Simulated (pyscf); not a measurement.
Structures and frequencies: ωB97X-D3(BJ)/def2-SVP in PySCF.

Question: Estimate by transition-state theory the rate constant of Cl–GaH₂ + hydrogen (H₂) → gallane (GaH₃) + hydrogen chloride (HCl) (singlet surface; Cl–Ga, H–H broken, Ga–H, Cl–H formed) at 900 K, with ωB97M-D3(BJ)/def2-TZVP energies (ideal gas, 1 atm, RRHO with modes under 100 cm⁻¹ raised to 100, one conformer, R ln 2 for chiral ones without a mode under 150 cm⁻¹; no tunnelling).

Answer: The electronic barrier is 29.9 kcal/mol and the thermal terms add +25.7, so ΔG‡ = 55.6 kcal/mol. With k_BT/h = 1.88e+13 s⁻¹ and RT = 1.788 kcal/mol, and a volume of 1.23e-19 cm³ per molecule at 1 atm, k = 7.2e-20 cm³ molecule⁻¹ s⁻¹. Wigner's tunnelling factor for 1000i cm⁻¹ would be 1.11. A shift of 1 kcal/mol in the barrier changes k by a factor 1.7. On the product side the descent ends in a complex, 7.4 kcal/mol under the separated species and 8.3 kcal/mol under the saddle at ωB97X-D3(BJ)/def2-TZVP. One saddle was located; it need not be the lowest between these sides. Elements up to Kr have no core potential and no relativistic terms here.
